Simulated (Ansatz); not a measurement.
# AlH₃O (triplet): wave-function methods side by side at distance Al1–H4 along a hydrogen transfer = 1.475 Å, cc-pVDZ

The task here is to estimate one member of a computed series from the others.

Method: cc-pVDZ, core rule «outside noble gas», up to 6 orbitals frozen; program: Ansatz 0.2.0, Gaussian basis.

The runs, in order: UHF; CCSD(T) on ROHF; CCSD(T) on UHF; BCCD(T) on ROHF; CISD; CCSDT(Q) on ROHF; CCSDT(Q) on UHF; CASSCF and MRCISD+Q, 4 electrons in 4 orbitals; CASSCF and NEVPT2, 4 electrons in 4 orbitals.

13 further runs of the same task are left out: 9 for a known fault of the program, 4 that didn't finish.

### The system

The geometry derives from fragments relaxed apart (PBE0/def2-TZVP) and kept rigid, so it is no stationary point. A hydrogen atom is moved between rigid fragments.

5 atoms, charge 0, spin multiplicity 3.

Atoms are counted from 1 here; the program's logs count them from 0.

Bond lengths: Al1–H2 1.586 Å, Al1–H3 1.586 Å, Al1–H4 1.475 Å. Angles: H2–Al1–H3 120.0°, H2–Al1–H4 120.0°, H3–Al1–H4 120.0°.

As a file:

| atom | x (Å) | y (Å) | z (Å) |
| --- | --- | --- | --- |
| Al1 | -1.1525 | 0.0000 | 0.0000 |
| H2 | -1.9455 | 1.3734 | 0.0000 |
| H3 | -1.9455 | -1.3734 | 0.0000 |
| H4 | 0.3225 | 0.0000 | 0.0000 |
| O5 | 2.1685 | 0.0000 | 0.0000 |

The first run:

Input file in.yaml:

```yaml
crystal:
  periodic: [false, false, false]
  atoms:
    - {symbol: Al, position_ang: [-1.152539, 0.000000, 0.000000]}
    - {symbol: H, position_ang: [-1.945463, 1.373384, 0.000000]}
    - {symbol: H, position_ang: [-1.945463, -1.373384, 0.000000]}
    - {symbol: H, position_ang: [0.322461, 0.000000, 0.000000]}
    - {symbol: O, position_ang: [2.168461, 0.000000, 0.000000]}
basis:
  gaussian: {orbitals: cc-pVDZ}
magnetization: {spin_polarized: true, initial_magnetization: 2}
hamiltonian: {xc: hf}
output: {orbitals: {seedname: orbitals}}
```

Run with:

```bash
ansatz run in.yaml --threads 1 --pin off --events-out ev --progress --plain --max-ram 2393MiB
```

Steps of the session up to this table: UHF; CCSD(T) on ROHF; CCSD(T) on UHF; BCCD(T) on ROHF; CISD; CCSDT(Q) on ROHF; CCSDT(Q) on UHF; CASSCF and MRCISD+Q, 4 electrons in 4 orbitals; CASSCF and NEVPT2, 4 electrons in 4 orbitals.

One of the session's tables, all rows but one given; the rest of the session is left out.

It belongs to the step «Misses and costs». 

```
       method  from UCCSDT(Q) (meV)
         ROHF               +6291.2
          UHF               +6146.1
         RMP2               +1165.0
         UMP2               +1160.0
         CISD                +481.3
        RCCSD                 +82.5
        UCCSD                 +80.1
     RCCSD(T)                     ?
     UCCSD(T)                 +18.9
      BCCD(T)                 +20.4
       RCCSDT                  +4.6
       UCCSDT                  +3.2
    RCCSDT(Q)                  +1.4
    UCCSDT(Q)                     0
  CASSCF pair               +5924.1
  NEVPT2 pair               +1151.1
  MRCISD pair                +425.5
MRCISD+Q pair                  +6.8
```

Estimate the missing values for RCCSD(T).

As computed: from UCCSDT(Q) (meV): +20.3. In the column «from UCCSDT(Q) (meV)» it lies between UCCSD(T) (+18.9) and BCCD(T) (+20.4).

Limits of these values: Restricted and unrestricted rows rest on different reference determinants; where their highest levels disagree by more than a few hundredths of an eV, they describe different states and don't form one ladder.
